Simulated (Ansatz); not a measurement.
## Ansatz (development build ahead of 0.2.0) run

```yaml
crystal:
  periodic: [false, false, false]
  atoms:
    - { symbol: O, position_ang: [0.0, 0.0, 0.0] }
    - { symbol: O, position_ang: [0.0, 0.0, 2.42] }
basis:
  gaussian: { orbitals: pcseg-2 }
magnetization:
  initial_magnetization: 2
hamiltonian:
  xc: pbe0
```

The input is written out in the form of the current development build from the run's settings.

Output:

- Converged: yes
- Total energy: -149.94644 hartree
- Spin squared of the determinant: 2.000
- Stability test: minimum among restricted orbitals

Caution: stretched shape with no unrestricted run beside it, a lower state can exist.
